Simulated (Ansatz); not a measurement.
For 2H MoSe₂, PBE (plane waves, PAW; Ansatz, a quantum-chemistry and plane-wave program) gives:

equilibrium lattice constant a: 3.321 Å
c axis length: 15.036 Å

What does HSE06-D3(BJ) (Ansatz, PAW) give for the same quantities?


- lattice constant a: 3.231 Å (shrinks by 2.7 %)
- lattice parameter c: 12.496 Å (drops by 17 %)

For comparison: lattice constant a 3.289 Å (measured, 300 K, no zero-point or thermal correction; as tabulated in arXiv:1605.07067); lattice parameter c 12.927 Å (measured, 300 K, not corrected to a static lattice; as tabulated in arXiv:1605.07067).

Changes are worked out from the printed values.

Unless a cell is named, each level is at its own relaxed cell (PBE 23.93, HSE06-D3(BJ) 18.82 Å³/atom).

The crystal itself was run without spin with PBE; a magnetic state was not tried in these runs.

Caveats: for a layered or molecular solid the relaxed cell lies over 5 % above the published volume, where the minimum can be shallow (PBE); the cell comes from a level without a dispersion term, which matters for the spacing of layers, chains or molecules (PBE). Ansatz's density-functional and Hartree–Fock values are scalar-relativistic unless marked +SOC, with PAW data made under PBE.
